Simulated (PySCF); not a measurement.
Molecule: `InChI=1S/CHF3S/c2-1(3,4)5/h5H`.

Geometry:
| atom | x (Å) | y (Å) | z (Å) |
| --- | --- | --- | --- |
| F1 | -1.146 | 0.202 | 0.852 |
| C2 | -0.370 | 0.074 | -0.220 |
| F3 | -0.052 | 1.301 | -0.620 |
| F4 | -1.074 | -0.512 | -1.180 |
| S5 | 1.091 | -0.946 | 0.103 |
| H6 | 1.551 | -0.119 | 1.065 |

Geometry PBE0-D3(BJ)/def2-SVP throughout; GIAO in PySCF 2.14, gas phase, one conformer, non-relativistic; equivalent atoms averaged; functional PBE0.

For orientation, cc-pVTZ gives these shifts δ (against CFCl3, TMS, CS2 at the same level): F1/F3/F4 -38.4, C2 139.0, S5 27.2, H6 3.19 ppm.

A run gave: F1/F3/F4 -40.8, C2 130.8, S5 52.0, H6 2.85 ppm (shifts δ (against CFCl3, TMS, CS2 at the same level)).

**Question.** Which basis set was used in that run?
A. 6-31G*
B. pcSseg-1
C. pcSseg-2
D. pcSseg-0

**Answer.** A. C2 tells them apart best: 6-31G* gives 130.8, pcSseg-2 gives 143.0, pcSseg-0 gives 156.3, pcSseg-1 gives 137.4 ppm.
